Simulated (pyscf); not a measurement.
`[O]=[B][OH]` + `[H]` [doublet] → `[OH][B][OH]` [doublet] (addition; doublet surface; none broken, H–O formed). PySCF, gas phase, ωB97X-D3(BJ)/def2-SVP geometries. MP2 and CC: frozen core, UHF for open shells. ΔMP2 is the change of the MP2 total energy from the triple- to the quadruple-zeta basis. Energies in kcal/mol from the separated reactants.

| level | barrier | reaction energy |
|---|---|---|
| PBE/def2-TZVP | 6.1 | -25.6 |
| B3LYP-D3(BJ)/def2-TZVP | 8.5 | -26.4 |
| PBE0-D3(BJ)/def2-TZVP | 10.1 | -28.4 |
| M06-2X/def2-TZVP | 13.4 | -28.4 |
| CCSD/def2-TZVPP | 16.8 | -27.8 |
| CCSD(T)/def2-TZVPP | 15.6 | -26.6 |
| CCSD(T)/def2-TZVPP + ΔMP2(QZVPP) | 15.1 | -26.6 |

On the product side the descent ends in a point that may be a rotor saddle (no frequency run), 4.9 kcal/mol over the lowest minimum found and 36.8 kcal/mol under the saddle at ωB97X-D3(BJ)/def2-TZVP. This is the saddle that the search found; another between the same sides may lie lower. The CCSD(T) − MP2 part came from Ansatz, without density fitting, on the same reference.
